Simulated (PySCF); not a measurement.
Ligands exchanged one at a time, Si F-OH. Isolated molecules, 0 K electronic values unless said otherwise. One relaxed conformer stands for each flexible species; it need not be the lowest. Strings in code marks are SMILES.

The four lowest singlet excitations (Tamm–Dancoff). All values below come from TPSSh-D3(BJ)/def2-TZVP // B3LYP-D3(BJ)/def2-TZVP (PySCF 2.14.0). Excitations are Tamm–Dancoff values on a coarser integration grid. The basis has no diffuse functions, so Rydberg states are missing or too high.

| state | energy (eV) | wavelength (nm) | oscillator strength |
|---|---|---|---|
| S1 | 10.94 | 113 | 0.000 |
| S2 | 10.94 | 113 | 0.000 |
| S3 | 10.94 | 113 | 0.000 |
| S4 | 12.13 | 102 | 0.149 |

Q: Which member gives these states?
A. `F[Si](F)(F)F`
B. `O[Si](O)(O)O`
C. `O[Si](O)(O)F`
D. `O[Si](F)(F)F`

A: A, `F[Si](F)(F)F`
